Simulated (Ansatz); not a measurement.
A nudged elastic band was laid between two geometries of BH4N + ClH (8 atoms, charge 0, multiplicity 1).

Level of theory: RKS r2SCAN-D4/def2-SVP (Ansatz 0.2.0).

```json
{
 "movable images": "5",
 "climbing image": "yes",
 "spring": "5.0 eV/Å²",
 "optimiser": "quadratic models (default)",
 "start path": "through a guess of the saddle point",
 "force threshold": "0.03 eV/Å",
 "iteration limit": "60",
 "end points": "relaxed"
}
```

First end point:

```xyz
8
Properties=species:S:1:pos:R:3
B 0.043 -0.343 0.222
N 0.026 -0.210 1.617
H -0.811 -0.343 2.176
H 0.869 -0.119 2.175
H 1.098 -0.248 -0.354
H -1.001 -0.528 -0.353
Cl -0.404 3.114 1.155
H -0.241 1.839 1.359
```

Last end point:

```xyz
8
Properties=species:S:1:pos:R:3
B -0.006 0.451 0.180
N -0.126 0.161 1.783
H -0.295 -0.829 1.980
H 0.734 0.447 2.260
H 0.952 -0.195 -0.201
H -1.079 0.129 -0.294
Cl 0.291 2.290 0.103
H -0.891 0.709 2.186
```

(1) Which bonds break or form, and what moves?

(2) Give the energies along the band, and the barrier.

(3) What is the geometry of the highest image?

(4) What are the harmonic wavenumbers there?

Results:

(1) Bonds broken: Cl7–H8. Bonds formed: B1–Cl7, N2–H8. BH4N + ClH becomes BClH5N.

(2) The run converged. The highest image is number 2 of 0 to 6, 0.51 eV above the first end and 1.24 eV above the last; the last end lies 0.73 eV below the first. A vibrational analysis at the climbing image gives one clearly imaginary mode, 904i cm⁻¹: a first-order saddle point. The orbitals stay closed-shell, which can raise the energy where a bond breaks towards radicals; this wasn't checked here.

| image | path coordinate (Å) | energy (eV) | Cl7–H8 (Å) | B1–Cl7 (Å) | N2–H8 (Å) |
| --- | --- | --- | --- | --- | --- |
| 0 | 0.00 | 0.00 | 1.30 | 3.61 | 2.08 |
| 1 | 0.65 | 0.06 | 1.31 | 3.07 | 1.94 |
| 2 | 1.30 | 0.51 | 1.51 | 2.47 | 1.36 |
| 3 | 1.87 | -0.30 | 1.96 | 2.02 | 1.06 |
| 4 | 2.44 | -0.65 | 2.50 | 1.87 | 1.02 |
| 5 | 3.00 | -0.70 | 2.67 | 1.87 | 1.02 |
| 6 | 3.57 | -0.73 | 2.87 | 1.86 | 1.02 |

(3) 
```xyz
8
Properties=species:S:1:pos:R:3:forces:R:3
B -0.006 0.037 0.259 0.00 0.00 0.00
N -0.006 0.034 1.754 0.00 0.00 0.00
H -0.803 -0.372 2.240 0.00 0.00 0.00
H 0.868 -0.154 2.241 0.00 0.00 0.00
H 1.063 0.023 -0.287 0.00 0.00 0.00
H -1.035 -0.250 -0.288 0.00 0.00 0.00
Cl -0.322 2.475 0.527 0.00 0.00 0.00
H -0.179 1.369 1.550 0.00 0.00 0.00
```

(4) 904i, 293, 397, 538, 612, 713, 736, 987, 1068, 1120, 1190, 1234, 1373, 1579, 2611, 2731, 3540, 3645 cm⁻¹.

Time of the run: 3.2 min on 1 thread of Arm Neoverse V1, with other jobs on the host, peak memory 0.13 GiB.
